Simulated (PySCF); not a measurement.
Molecule: `F[C@@H]1C[C@H]1F`, C₃H₄F₂.

Mapped SMILES: `[F:1][C@@H:2]1[CH2:3][C@H:4]1[F:5]` (H(Xn): hydrogen on atom n).

Spin–spin couplings on one PBE0-D3(BJ)/def2-SVP geometry, PySCF 2.14.0 with density-fitted response routines, gas phase, non-relativistic, equivalent pairs averaged; isotopes 13C, 1H, 19F; basis pcJ-1.

Problem. How do the couplings (Hz) change with the functional? Times are CPU seconds on shared hosts with different chips, so compare them loosely.

Solution. 
```
functional  functions  1J(C2,H(C2))  1J(C3,H(C3))  1J(F1,C2)  1J(C2,C4)  1J(C2,C3)  2J(F1,H(C2))  2J(F1,C4)  core-s
        HF        175         235.7         199.9     -174.0       49.5       39.2          79.0       28.8      17
       LDA        175         158.2         133.2     -320.2       10.3        3.2          51.8       -4.1      10
       PBE        175         184.8         156.5     -333.8       17.7       10.1          60.7        2.1      17
       KT2        175         199.4         167.2     -339.5        8.5        2.2          61.8       -4.5      18
     B3LYP        175         200.9         170.4     -302.4       23.3       15.1          66.2        8.1      18
      PBE0        175         190.7         161.0     -296.6       22.8       14.6          64.0        9.0      21
     B97-2        175         182.8         154.1     -288.9       20.7       13.6          58.4        5.7      21
 BHandHLYP        175         213.8         181.4     -256.4       31.6       22.7          72.4       16.8      23
 CAM-B3LYP        175         198.3         167.6     -284.1       23.8       15.5          65.7        8.9      28
```
